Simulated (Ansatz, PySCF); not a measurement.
Bond length at the minimum of diatomic hydrides, at UKS-PBE and at FCI.

Values in Å, from Ansatz (a first-principles code) and PySCF. Where two bases are given, the first is that of UKS-PBE. Full CI is exact in its basis, with frozen cores. Scans on which UKS-PBE failed, held another spin at the minimum or broke off are missing, so the means are lower bounds.

```csv
system,basis,UKS-PBE,FCI,UKS-PBE − FCI
HGa singlet,aug-cc-pVDZ,1.706,1.696,0.010
HP triplet,cc-pVDZ,1.457,1.445,0.012
HSi cation singlet,cc-pVTZ,1.537,1.511,0.026
CH cation singlet,aug-cc-pVDZ,1.163,1.148,0.015
HSi cation singlet,cc-pVQZ,1.532,1.508,0.024
HMg doublet,def2-SVP,1.759,1.741,0.017
CH cation singlet,cc-pVDZ,1.163,1.146,0.017
HS doublet,def2-SVP,1.366,1.350,0.016
HCl singlet,cc-pVDZ,1.302,1.290,0.012
HF cation doublet,aug-cc-pVDZ,1.028,1.010,0.018
HLi singlet,cc-pVTZ,1.605,1.608,-0.004
```

The mean error against full CI is 0.015 Å (median 0.016) and the mean absolute one 0.016 Å (median 0.016); UKS-PBE lies above in 10 and below in 1 of 11 cases. It is closest for HLi singlet (-0.004), HGa singlet (0.010), HP triplet (0.012) and furthest off for HSi cation singlet (0.026), HSi cation singlet (0.024), HF cation doublet (0.018).
